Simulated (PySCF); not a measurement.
# How the functional moves excitation energies

Piperazine, C₄H₁₀N₂.
Geometry (PBE0-D3(BJ)/def2-SVP, Å), atoms numbered from 1 in this order:
```
atom  x, y, z in Å
C1    -1.344    0.371   -0.297
C2    -0.346    1.342    0.335
N3     1.035    1.021    0.020
C4     1.344   -0.371    0.297
C5     0.346   -1.342   -0.335
N6    -1.035   -1.021   -0.020
H7    -1.334    0.511   -1.395
H8    -2.374    0.588    0.035
H9    -0.461    1.308    1.435
H10   -0.556    2.382    0.031
H11    1.213    1.218   -0.964
H12    2.374   -0.588   -0.035
H13    1.334   -0.511    1.395
H14    0.461   -1.308   -1.435
H15    0.556   -2.382   -0.031
H16   -1.213   -1.218    0.964
```

Linear-response calculations in the def2-SVPD basis (PySCF; singlets by full response, triplets Tamm–Dancoff, core orbitals frozen in the response; HF means time-dependent Hartree–Fock). 'Strongest' is the level of largest summed f among the singlets computed (10 roots, of which the last may lack a degenerate partner); it can jump between rows when another state enters that window. S1 is the lowest singlet of each run and needn't be the same state throughout; f(S1) is that of one state. Geometry: PBE0-D3(BJ)/def2-SVP, one conformer, isolated molecule.

```json
{"functional": "LDA", "kind": "LDA", "S1 (eV)": "4.52", "f(S1)": "0.000", "strongest (eV)": "6.13", "T1 (eV)": "4.37", "HOMO (eV)": "-4.50", "gap (eV)": "4.45", "ionisation energy, ΔSCF (eV)": "7.51"}
{"functional": "PBE", "kind": "GGA", "S1 (eV)": "4.50", "f(S1)": "0.000", "strongest (eV)": "6.10", "T1 (eV)": "4.33", "HOMO (eV)": "-4.38", "gap (eV)": "4.42", "ionisation energy, ΔSCF (eV)": "7.36"}
{"functional": "B3LYP", "kind": "global hybrid, 20% exact exchange", "S1 (eV)": "5.07", "f(S1)": "0.000", "strongest (eV)": "6.86", "T1 (eV)": "4.91", "HOMO (eV)": "-5.53", "gap (eV)": "5.98", "ionisation energy, ΔSCF (eV)": "7.71"}
{"functional": "PBE0", "kind": "global hybrid, 25% exact exchange", "S1 (eV)": "5.31", "f(S1)": "0.000", "strongest (eV)": "7.21", "T1 (eV)": "5.13", "HOMO (eV)": "-5.72", "gap (eV)": "6.47", "ionisation energy, ΔSCF (eV)": "7.70"}
{"functional": "wB97X-D", "kind": "range-separated hybrid", "S1 (eV)": "5.82", "f(S1)": "0.000", "strongest (eV)": "8.05", "T1 (eV)": "5.71", "HOMO (eV)": "-7.60", "gap (eV)": "10.01", "ionisation energy, ΔSCF (eV)": "7.86"}
{"functional": "HF", "kind": "Hartree–Fock", "S1 (eV)": "7.01", "f(S1)": "0.000", "strongest (eV)": "8.07", "T1 (eV)": "6.69", "HOMO (eV)": "-9.07", "gap (eV)": "11.86", "ionisation energy, ΔSCF (eV)": "not settled"}
```

What does BHandHLYP (global hybrid, 50% exact exchange) give?

S1 (eV) 5.88, f(S1) 0.000, strongest (eV) 8.10, T1 (eV) 5.69, HOMO (eV) -7.03, gap (eV) 8.28, ionisation energy, ΔSCF (eV) 7.96. S1 runs from 4.50 eV (PBE) to 7.01 eV (HF), a spread of 2.51 eV, while the orbital gap spreads over 7.4 eV. Along PBE (0%), B3LYP (20%), PBE0 (25%), BHandHLYP (50%), HF (100%) S1 rises with the share of exact exchange. −ε(HOMO) comes closest to its own ΔSCF ionisation energy with wB97X-D (-0.27 eV) and misses most with LDA (-3.01 eV). 'Not settled' means that the ion's SCF failed to converge or may have ended in another state than the lowest.
